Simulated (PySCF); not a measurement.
Compound: C₆H₉ (doublet state).
Numbering: `[H]/[C:1]=[CH:2]\[C:3]1([CH3:4])[CH2:5][CH2:6]1` (hydrogens: H7 on C1; H8 on C2; H9, H10, H11 on C4; H12, H13 on C5; H14, H15 on C6)

Cartesian coordinates in Å at the GFN2-xTB level; atoms count from 1:
```
atom  x, y, z in Å
C1     1.9028   -1.4095    0.5132
C2     1.4796   -0.2810    0.0474
C3     0.0522    0.1836   -0.0828
C4    -0.0868    1.5680   -0.6711
C5    -0.9338   -0.2536    0.9679
C6    -0.9996   -0.8444   -0.4055
H7     1.5294   -2.3163    0.9269
H8     2.1946    0.4551   -0.3062
H9     0.3433    1.6046   -1.6714
H10    0.4222    2.3023   -0.0477
H11   -1.1360    1.8471   -0.7401
H12   -1.7027    0.4447    1.2641
H13   -0.5733   -0.8734    1.7747
H14   -1.8129   -0.5516   -1.0529
H15   -0.6834   -1.8678   -0.5383
```

The hyperfine couplings belong to this conformer and change with its torsions.

The calculation used UKS B3LYP, pcH-1 on C H, non-relativistic, mean-field spin-orbit, GIAO in PySCF. The structure is a single GFN2-xTB conformer in the gas phase; no vibrational or solvent corrections. The geometry wasn't refined by DFT: couplings that depend on bond lengths, twists or pyramidal angles can differ widely from those at the functional's own minimum. The SCF solution wasn't tested for stability.

What is the g tensor, term by term?

```json
{"Δg (ppm)": "relativistic mass correction", "1": "-145", "2": "-145", "3": "-145"}
{"Δg (ppm)": "gauge correction", "1": "36", "2": "3", "3": "-34"}
{"Δg (ppm)": "orbital Zeeman/spin–orbit", "1": "-403", "2": "0", "3": "727"}
{"Δg (ppm)": "total", "1": "-512", "2": "-143", "3": "548"}
```

So g = 2.00181, 2.00218, 2.00287 and g_iso = 2.00228; the tensor is rhombic: the two nearest values differ by 35 % of g3 − g1. Axes: g1 points within 12° of the C1–H7 bond and g2 points within 9° of the C2–C3 bond.

What are the electron Larmor frequencies g μB B/h along the three axes at 3350 mT?

93.8596, 93.8769, 93.9093 GHz for g1, g2 and g3, a range of 49.7 MHz.

Average each term over the three axes. Which is largest in size?

The mass correction -145, the orbital-Zeeman/spin–orbit term 108 and the gauge correction 2 ppm, for a total of -36 ppm. The mass correction is the largest in size. The mass correction is the same along every axis, so the anisotropy comes from the other two: their spans along these axes are 70 (gauge) and 1130 ppm (orbital Zeeman/spin–orbit).

In a frozen sample, at which fields do the three g values resonate at 9.5, 34, 94 and 263 GHz (hyperfine left aside), and which band first spreads them over more than twice a line width of 1.0 mT?

```json
{"band": "X", "GHz": "9.5", "B(g3) mT": "338.89", "B(g2) mT": "339.01", "B(g1) mT": "339.07", "spread mT": "0.18"}
{"band": "Q", "GHz": "34.0", "B(g3) mT": "1212.87", "B(g2) mT": "1213.29", "B(g1) mT": "1213.52", "spread mT": "0.64"}
{"band": "W", "GHz": "94.0", "B(g3) mT": "3353.24", "B(g2) mT": "3354.39", "B(g1) mT": "3355.01", "spread mT": "1.78"}
{"band": "J", "GHz": "263.0", "B(g3) mT": "9381.93", "B(g2) mT": "9385.16", "B(g1) mT": "9386.90", "spread mT": "4.97"}
```

The spread grows in proportion to the frequency. J band is the first where it exceeds 2.0 mT.

Largest spin populations (Mulliken): C1 (+1.05), C2 (-0.17) and C3 (+0.08). No atom but C1 exceeds +0.15.

The HOMO–LUMO gaps are 6.47 eV among the α and 4.58 eV among the β orbitals.

The run took 35 s wall (grids of density and orbitals included) on an Arm Neoverse V2 with one thread, no GPU, shared host, and the process peaked at 0.91 GiB of memory.
